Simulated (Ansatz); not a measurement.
**doublet BHS(+): levels of theory in one basis**

```xyz
3

H     0.0474   -0.0164   -1.3582
B     0.0036   -0.0061   -0.1190
S    -0.0343    0.0232    1.5006
```

Basis set: def2-SVP (spherical functions). Frozen core: 6 orbitals. Correlation on ROHF uses semicanonical orbitals with singles. Charge 1, multiplicity 2.

Computed with Ansatz (development build ahead of 0.2.0); each method stands on the lowest determinant of its kind that the runs found.

| method | E − E(ROHF) (eV) | <S²> of the determinant |
| --- | --- | --- |
| ROHF | 0.00 | 0.75 |
| UHF | -0.09 | 0.76 |
| ROHF-MP2 | -4.54 | – |
| UHF-MP2 | -4.53 | 0.76 |

Task: What does ROHF-CCSD(T) give on the same scale?

Result: -5.49 eV.

Task: Is a single determinant a sound starting point here?

Result: By this sign, yes. Unrestricted orbitals gain 0.09 eV and <S²> is 0.76 against 0.75 for a pure state.
